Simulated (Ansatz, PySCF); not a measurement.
Gas-phase enthalpy of formation at 298 K, by the atomisation route, of [NH2] (NH2) (SMILES; NH2). Each molecule is optimised on its own at B3LYP-D3(BJ)/def2-TZVP (Ansatz, a program for electronic structure). Valence correlation only, unless marked. UHF or UKS for open shells. No spin-orbit coupling. No relativistic terms. CBS marks a two-point X^-3 extrapolation of the correlation energy; Hartree-Fock from the larger set (for Q and 5 zeta extrapolated as (X+1)exp(-9√X)). Thermal terms are rigid-rotor harmonic-oscillator values from B3LYP-D3(BJ) frequencies (PySCF) at 298.15 K and 1 atm. 1 Eh = 627.5095 kcal/mol.

```
species      count  E, CCSD(T)/CBS(cc-pVQZ,cc-pV5Z) (Ansatz) (Eh)  E, PBE/def2-TZVPD (Ansatz) (Eh)  measured ΔHf at 0 K (kcal/mol)  H(298) - H(0) of the element (kcal/mol)
-----------  -----  ---------------------------------------------  -------------------------------  ------------------------------  ---------------------------------------
[NH2] (NH2)      1                                      -55.82088                        -55.83093                               -                                        -
H atom           2                                       -0.50000                         -0.49962                           51.63                                     1.01
N atom           1                                      -54.53058                        -54.53224                          112.53                                     1.04
```

Molecule: zero-point energy 11.86, H(298) - H(0) 2.37 kcal/mol. The route leaves out scalar relativity and anharmonic zero-point terms, and in the frozen-core level the core correlation. Atomic data: G2/97 table in ASE.

Question: Work out De, D0 and ΔHf at 0 and 298 K at both levels, and their errors against the measured value.

Answer: 
The atoms' values sum to 215.79 (0 K) and 3.06 (thermal), in kcal/mol.
- CCSD(T)/CBS(cc-pVQZ,cc-pV5Z): De = 182.17; D0 = 182.17 - 11.86 = 170.31; ΔHf(0 K) = 215.79 - 170.31 = 45.48; ΔHf(298 K) = 45.48 + 2.37 - 3.06 = 44.79; error -0.3.
- PBE/def2-TZVPD: De = 187.91; D0 = 187.91 - 11.86 = 176.05; ΔHf(0 K) = 215.79 - 176.05 = 39.74; ΔHf(298 K) = 39.74 + 2.37 - 3.06 = 39.05; error -6.1.
Measured: 45.1 kcal/mol (G2/97 table in ASE (Curtiss et al.)). This is an older compilation, not checked against later work.
